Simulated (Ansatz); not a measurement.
`F[Si](F)(F)F` + H₂ → `F[SiH](F)F` + H–F at 298.15 K and 1 bar (hydrogenolysis of the Si–F bond).

Isolated molecules relaxed with PBE0-D4/def2-TZVP in Ansatz; ΔE leaves out vibrations. CCSD(T)/CBS is the MP2 limit (def2-TZVPP, def2-QZVPP) plus CCSD(T) − MP2 in def2-TZVPP, frozen cores. This one scheme is used for every species.

| species | CCSD(T)/CBS energy (Eh) | H − E (kJ/mol) | S (J/(mol·K)) |
| --- | --- | --- | --- |
| `F[Si](F)(F)F` | -688.53452 | 48.7 | 283.6 |
| H₂ | -1.17544 | 35.1 | 130.4 |
| `F[SiH](F)F` | -589.26725 | 60.9 | 277.9 |
| H–F | -100.39570 | 33.5 | 173.6 |

H − E and S are ideal-gas, rigid-rotor, harmonic terms from PBE0-D4/def2-TZVP. The MP2-based limit puts H₂ 0.8 mEh under its directly extrapolated value; such offsets cancel only in part. 1 Eh = 2625.50 kJ/mol, R = 8.31446 J/(mol·K).

By hand: ΔE, ΔH, ΔS and ΔG.

ΔE = (-589.26725) + (-100.39570) − (-688.53452) − (-1.17544) = 0.04701 Eh = 123.4 kJ/mol. Δ(H − E) = 60.9 + 33.5 − 48.7 − 35.1 = 10.6, so ΔH = 134.0 kJ/mol. ΔS = 277.9 + 173.6 − 283.6 − 130.4 = 37.5 J/(mol·K). ΔG = 134.0 − 298.15 × (37.5)/1000 = 122.8 kJ/mol.

By hand: the equilibrium constant, and the temperature at which ΔG would vanish if ΔH and ΔS stayed fixed.

log₁₀ K = −ΔG/(RT ln 10) = -21.5. ΔG = 0 at ΔH/ΔS = 3573 K, far beyond where these terms or the molecules hold.

ΔH outweighs TΔS. A doubt of 5 kJ/mol in ΔE shifts log₁₀ K by 0.9 here. These are equilibria of isolated gas molecules and say nothing of rates. Largest T1 diagnostic: 0.012 (customary marks: 0.02 for closed shells, 0.045 for open ones).
